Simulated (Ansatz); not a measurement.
Total energies of MgMe(OH) (CH4MgO) from Ansatz at CCSD(T)/def2-TZVPD, gas phase (1 Eh = 27.2114 eV = 2625.5 kJ/mol). The reference geometry is relaxed at PBE0-D4/def2-TZVP.

| state | geometry | energy (Eh) |
| --- | --- | --- |
| charge 0 singlet | reference | -315.42085 |
| charge -1 doublet | reference | -315.40493 |
| free Mg atom (singlet) | – | -199.80924 |
| free C atom (triplet) | – | -37.78136 |
| free H atom (doublet) | – | -0.49981 |
| free O atom (triplet) | – | -74.97828 |

Correlated methods freeze 3 core orbitals; core or outer-core shells of Mg are correlated, in sets that lack core-valence functions.

Work out the vertical electron affinity, to the doublet.

E(charge 0 singlet) − E(charge -1 doublet) = -315.42085 − (-315.40493) = -0.01592 Eh = -0.43 eV; negative, so the extra electron isn't bound.

What is the binding energy per atom against free atoms?

Atoms: 1 × (-199.80924) + 1 × (-37.78136) + 4 × (-0.49981) + 1 × (-74.97828) = -314.56812 Eh. Binding: -314.56812 − (-315.42085) = 0.85273 Eh = 23.20 eV, or 3.31 eV for each of 7 atoms (no zero-point energy, no counterpoise term).

At CCSD(T)/def2-TZVPD the highest occupied level of the charge -1 doublet lies above zero (up to 0.79 eV). By energy differences it is unbound by 0.43 eV (vertical, to the charge 0 singlet, at CCSD(T)/def2-TZVPD) and held by the finite basis.
